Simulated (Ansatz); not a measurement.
# AlP: the cost of one run

Program: Ansatz 0.2.0, Gaussian basis. Level of theory: def2-QZVPP, core rule «outside noble gas», up to 10 orbitals frozen. These are calculated values, not measurements.

The runs, in order: UHF; ROHF; CCSD(T) on UHF.

## Step 1: What is computed

The geometry is a PBE0/def2-TZVP stationary point (not a proven minimum) of the parent state, kept for this charge and spin.

2 atoms, charge 1, spin multiplicity 2.

Atoms are counted from 1 here; the program's logs count them from 0.

Bond lengths: Al1–P2 2.460 Å.

## Step 2: UHF

Input file in.yaml:

```yaml
crystal:
  periodic: [false, false, false]
  atoms:
    - {symbol: Al, position_ang: [0.000000, 0.000000, 0.000000]}
    - {symbol: P, position_ang: [0.000000, 0.000000, 2.459800]}
basis:
  gaussian: {orbitals: "def2-QZVPP.json"}
total_charge: 1
magnetization: {spin_polarized: true, initial_magnetization: 1}
hamiltonian: {xc: hf}
output: {orbitals: {seedname: orbitals}}
```

Command:

```console
$ ansatz run in.yaml --threads 1 --pin off --events-out ev --progress --plain --max-ram 2393MiB
```

**Question.** How long does this run take on 1 thread of Arm Neoverse V2, shared host, and how much memory does it need?

About 23 s, with a peak of 0.33 GiB.
